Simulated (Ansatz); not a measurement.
`[F][Na]` + H₂S → `[Na][SH]` + H–F at 298.15 K and 1 bar (ligand exchange at the Na–F bond).

Computed with Ansatz on PBE0-D4/def2-TZVP structures; ΔE is electronic, products minus reactants. CCSD(T)/CBS adds triple-zeta CCSD(T) − MP2 to the extrapolated MP2 energy (def2 sets, frozen cores). This one scheme is used for every species. For Na outer-core shells are correlated without core-valence functions, which leaves a few kJ/mol of doubt a bond.

| species | CCSD(T)/CBS energy (Eh) | H − E (kJ/mol) | S (J/(mol·K)) |
| --- | --- | --- | --- |
| `[F][Na]` | -261.92403 | 12.4 | 217.3 |
| H₂S | -398.97279 | 49.9 | 205.7 |
| `[Na][SH]` | -560.50072 | 32.2 | 256.3 |
| H–F | -100.39570 | 33.5 | 173.6 |

H − E and S are ideal-gas, rigid-rotor, harmonic terms from PBE0-D4/def2-TZVP. 1 Eh = 2625.50 kJ/mol, R = 8.31446 J/(mol·K).

Question: By hand: ΔE, ΔH, ΔS and ΔG.

Answer: ΔE = (-560.50072) + (-100.39570) − (-261.92403) − (-398.97279) = 0.00040 Eh = 1.1 kJ/mol. Δ(H − E) = 32.2 + 33.5 − 12.4 − 49.9 = 3.4, so ΔH = 4.5 kJ/mol. ΔS = 256.3 + 173.6 − 217.3 − 205.7 = 6.9 J/(mol·K). ΔG = 4.5 − 298.15 × (6.9)/1000 = 2.4 kJ/mol.

Question: By hand: the equilibrium constant, and the temperature at which ΔG would vanish if ΔH and ΔS stayed fixed.

Answer: log₁₀ K = −ΔG/(RT ln 10) = -0.4. ΔG = 0 at ΔH/ΔS = 652 K, though so small a ΔH makes that figure unsure.

TΔS isn't small against ΔH here. The sign of ΔG lies within the doubt. A doubt of 5 kJ/mol in ΔE shifts log₁₀ K by 0.9 here. These are equilibria of isolated gas molecules and say nothing of rates. Largest T1 diagnostic: 0.013 (customary marks: 0.02 for closed shells, 0.045 for open ones).
